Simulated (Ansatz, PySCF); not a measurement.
Barrier height from H2P (SMILES [PH2]) + H2 to the transition structure H4P, without zero-point energy, on the benchmark's geometries as Psi4's copy of the set gives them.
Transition structure (charge 0, multiplicity 2):
```xyz
5

P      0.217     0.000    -0.111
H      0.247     1.035     0.852
H      0.263    -1.025     0.862
H     -1.266    -0.011    -0.151
H     -2.504     0.000     0.106
```
Reactant (charge 0, multiplicity 2):
| atom | x (Å) | y (Å) | z (Å) |
|---|---|---|---|
| P | 0.0000 | 0.0000 | -0.1157 |
| H | 1.0201 | 0.0000 | 0.8674 |
| H | -1.0201 | 0.0000 | 0.8674 |
Reactant (charge 0, multiplicity 1):
```xyz
2

H      0.00000     0.00000     0.00000
H      0.74188     0.00000     0.00000
```

Open shells are unrestricted; no spin–orbit coupling.

Programs: Ansatz (Gaussian basis) for Hartree–Fock, density functionals and correlated methods; PySCF for the dispersion terms. Each number belongs to the level named beside it.

Q: Estimate the barrier height that HF/cc-pVDZ returns for this input.

A: 123 kJ/mol

Q: What barrier height does PBE0/def2-TZVPPD give?

A: 86 kJ/mol

Q: What is the computed barrier height (revPBE-D4/def2-TZVPPD)?

A: 81 kJ/mol

Ansatz is a first-principles code.
